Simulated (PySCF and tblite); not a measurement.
C₄H₇N, numbered as in [C-:1]#[N+:2][CH2:3][CH2:4][CH3:5].

Search: ETKDG and KDG, MMFF94s, GFN2-xTB, 60 starts; geometries at PBE0-D3(BJ)/def2-SVP. Free energies are PBE0-D3(BJ)/pcSseg-1 (IEF-PCM, chloroform) single points with GFN2-xTB rigid-rotor and vibrational terms (modes under about 100 cm⁻¹ blended into free rotors). Symmetry numbers and mirror images are counted. Conformers within 3 kcal/mol (GFN2-xTB free energy) were kept, 3 at most. GIAO shieldings: PBE0/pcSseg-1 (IEF-PCM, chloroform). Shifts are against TMS (¹H), TMS (¹³C), NH3 (¹⁵N) at the same level. Run with PySCF (density fitting) and tblite.

Torsions listed: N2–C3–C4–C5. Of a mirror pair one member is shown.

```tsv
conformer	shape	weight %	dipole D
1	-61°	79.4	4.57
2	180°	20.6	4.68
```

**Question.** How do the computed shifts compare with measured ones?

**Answer.** 
```
nucleus  signal  leading conformer  average  measured                                          medium
    ¹³C      C3               43.4     43.4      43.4  not stated per compound (mostly CDCl3 or CCl4)
    ¹³C      C4               26.2     26.6      22.9  not stated per compound (mostly CDCl3 or CCl4)
    ¹³C      C5               12.7     12.7        11  not stated per compound (mostly CDCl3 or CCl4)
```

Measured values: Pretsch, Buehlmann, Badertscher, Structure Determination of Organic Compounds, 4th ed. (2009). Mean difference for ¹³C: 1.80 ppm, scatter 1.51 ppm. The computed shifts are unscaled and lack vibrational corrections.


¹⁵N shifts are against a computed isolated NH3 molecule, about 20 ppm from the liquid.